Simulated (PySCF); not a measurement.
## Atomic charges by several schemes

Disilane, Si₂H₆.
Z-matrix (Å and degrees, GFN2-xTB geometry), rows numbered from 1:
```
Si
Si  1  2.3051
H   1  1.4658  2  112.52
H   1  1.4656  2  112.60  3  -120.14
H   1  1.4656  2  112.50  3   120.00
H   2  1.4661  1  112.30  3   -59.70
H   2  1.4662  1  112.57  3  -179.70
H   2  1.4661  1  112.52  3    60.13
```

Density: PBE0/pcSseg-1 (PySCF); schemes: Mulliken, IAO, Hirshfeld and ESP-fitted. Geometry: GFN2-xTB; no solvent, vibrations or thermal averaging.

Problem. At which atom do the 4 schemes differ most?

Solution. At Si1 and Si2: from +0.172 (Mulliken) to +0.286 e (IAO), 0.114 e apart.

Problem. Which atoms carry the lowest charge in the Mulliken, IAO, Hirshfeld and ESP-fitted schemes?

Solution. All schemes pick atoms of one kind: Mulliken H3, H4, H5, H6 and 2 more (-0.057); IAO H4, H5 and H6 (-0.096); Hirshfeld H3, H4, H5, H6 and 2 more (-0.073); ESP-fitted H3 and H5 (-0.076).

Problem. What partial charge does each atom carry?

Solution. In e:

```csv
atom,environment,Mulliken,IAO,Hirshfeld,ESP-fitted
Si1,SiH3 silicon,+0.172,+0.286,+0.219,+0.228
Si2,SiH3 silicon,+0.172,+0.286,+0.219,+0.218
H3,Si–H hydrogen,-0.057,-0.095,-0.073,-0.076
H4,Si–H hydrogen,-0.057,-0.096,-0.073,-0.075
H5,Si–H hydrogen,-0.057,-0.096,-0.073,-0.076
H6,Si–H hydrogen,-0.057,-0.096,-0.073,-0.073
H7,Si–H hydrogen,-0.057,-0.095,-0.073,-0.073
H8,Si–H hydrogen,-0.057,-0.095,-0.073,-0.073
```

Mean size of the charges over all atoms: IAO 0.143 e, ESP-fitted 0.112 e, Hirshfeld 0.110 e, Mulliken 0.086 e. Each set sums to the total charge, 0, to within 0.001 e. The IAO scheme projects the occupied orbitals on a minimal set of polarised atomic orbitals and counts the electrons in each atom's part of it.

Problem. How many electrons does the Hirshfeld scheme count on Si1?

Solution. Z − q = 14 − (+0.219) = 13.781.

Problem. Sum the charges by element.

Solution. 
| element | atoms | Mulliken | IAO | Hirshfeld | ESP-fitted |
| --- | --- | --- | --- | --- | --- |
| Si | 2 | +0.343 | +0.573 | +0.438 | +0.446 |
| H | 6 | -0.343 | -0.573 | -0.438 | -0.446 |
